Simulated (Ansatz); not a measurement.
Born–Oppenheimer molecular dynamics of C3H5FO (10 atoms, charge 0, multiplicity 1). It starts at the highest image of a converged band. Of that band: The profile has 2 maxima (images 1, 5) with wells between them (image 2): this band takes more than one step, which may be the mechanism or a detour left from its start path. Neighbouring images differ by up to 1.9 eV, so the band resolves the path poorly. A vibrational analysis at the climbing image gives one clearly imaginary mode, 623i cm⁻¹: a first-order saddle point.

Computed with RKS PBE-D4/6-31G* (Ansatz).

* ensemble: NVE (velocity Verlet)
* time step: 0.5 fs
* steps asked: 200
* starting velocities drawn for: 300 K
* seed: 8489

First frame:

```xyz
10
Properties=species:S:1:pos:R:3
C 1.023 -0.378 0.659
C -0.198 -0.870 -0.040
F -0.392 -2.221 0.099
C -1.158 -0.268 -0.767
O -0.647 1.589 -0.875
H 1.910 -0.917 0.281
H 1.163 0.698 0.490
H 0.953 -0.577 1.744
H -1.344 0.977 -1.438
H -1.227 1.917 -0.150
```

How far do the bonds stretch over the last three quarters of this one trajectory? (Pairs bonded in most of those frames.)


```
  bond  mean (Å)  spread (Å)  shortest  longest
 C1–C2     1.500       0.078      1.38     1.67
 C1–H6     1.108       0.007      1.09     1.12
 C1–H7     1.104       0.010      1.09     1.13
 C1–H8     1.110       0.020      1.07     1.14
 C2–F3     1.430       0.123      1.24     1.68
 C2–C4     1.361       0.064      1.22     1.46
 C4–O5     1.411       0.099      1.26     1.63
 C4–H9     1.212       0.176      0.90     1.57
O5–H10     0.985       0.018      0.96     1.03
```

Mean temperature of the second half: 1797 K. The conserved energy stayed within 2.5 meV per atom of its start (net change 0.73 meV per atom), so there is no drift, though single steps change it by up to 26 meV in the whole system, a sign of fast motions only just resolved. The system heated up, since it started high on the potential surface and ran downhill. A run of 0.1 ps of so small a system gives no equilibrium averages. The orbitals stay closed-shell, which can raise the energy where a bond breaks towards radicals; this wasn't checked here.

The run took 2.2 min on 2 threads of Intel(R) Xeon(R) 6975P-C (Granite Rapids), on a shared host, peak memory 0.17 GiB.
